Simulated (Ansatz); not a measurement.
A nudged elastic band was laid between two geometries of AlF$_{2}$H$_{3}$ (6 atoms, charge 0, multiplicity 1).

The calculation used RKS PBE0-D4/6-31G* in Ansatz 0.2.0.

```yaml
movable_images: 5
climbing_image: yes
spring: 5.0 eV/Å²
optimiser: quadratic models (default)
start_path: through a guess of the saddle point
force_threshold: 0.03 eV/Å
iteration_limit: 60
end_points: relaxed
```

Image 0:

```xyz
6
Properties=species:S:1:pos:R:3
Al -0.026 0.028 0.081
H 0.028 0.450 1.637
F 1.423 0.088 -0.730
H -1.364 0.071 -0.769
F 0.038 -1.887 0.773
H 0.141 -1.647 1.685
```

Image 6:

```xyz
6
Properties=species:S:1:pos:R:3
Al -0.005 -0.584 -0.309
H 0.129 0.138 1.981
F 1.420 0.197 -0.578
H -1.377 0.135 -0.565
F 0.058 -2.187 0.080
H 0.017 -0.597 2.068
```

Q: Which bonds break or form, and what moves?

A: Bonds broken: Al1–H2, F5–H6. Bonds formed: H2–H6. AlF2H3 becomes AlF2H + H2.

Q: What energy profile does the band end with?

A: It converged. The highest image is number 2 of 0 to 6, 5.8 kJ/mol above the first end and 133.4 kJ/mol above the last; the last end lies 127.7 kJ/mol below the first. A vibrational analysis at the climbing image gives one clearly imaginary mode, 567i cm⁻¹: a first-order saddle point. The orbitals stay closed-shell, which can raise the energy where a bond breaks towards radicals; this wasn't checked here.

```csv
image,path coordinate (Å),energy (kJ/mol),Al1–H2 (Å),F5–H6 (Å),H2–H6 (Å)
0,0.00,0.0,1.61,0.95,2.10
1,0.32,1.8,1.64,0.97,1.68
2,0.64,5.8,1.69,1.05,1.28
3,0.98,-33.8,1.81,1.37,0.93
4,1.33,-101.5,2.02,1.74,0.77
5,1.68,-124.0,2.25,2.13,0.75
6,2.02,-127.7,2.40,2.55,0.75
```

Q: What is the geometry of the highest image?

A: 
```xyz
6
Properties=species:S:1:pos:R:3:forces:R:3
Al -0.011 -0.143 0.026 0.00 0.00 -0.01
H 0.047 0.083 1.703 0.00 0.00 0.00
F 1.437 0.131 -0.721 0.00 0.00 0.00
H -1.376 0.113 -0.719 0.00 0.00 0.00
F 0.062 -1.894 0.803 0.00 -0.01 -0.01
H 0.081 -1.189 1.584 0.00 0.01 0.01
```

Q: What are the harmonic wavenumbers there?

A: 567i, 195, 458, 491, 673, 783, 867, 1092, 1165, 1659, 2012, 2351 cm⁻¹.

The band took 9 iterations and roughly 70 core-seconds.

Run time: 70 s on 1 thread of Arm Neoverse V1, with other jobs on the host, peak memory 0.1 GiB.
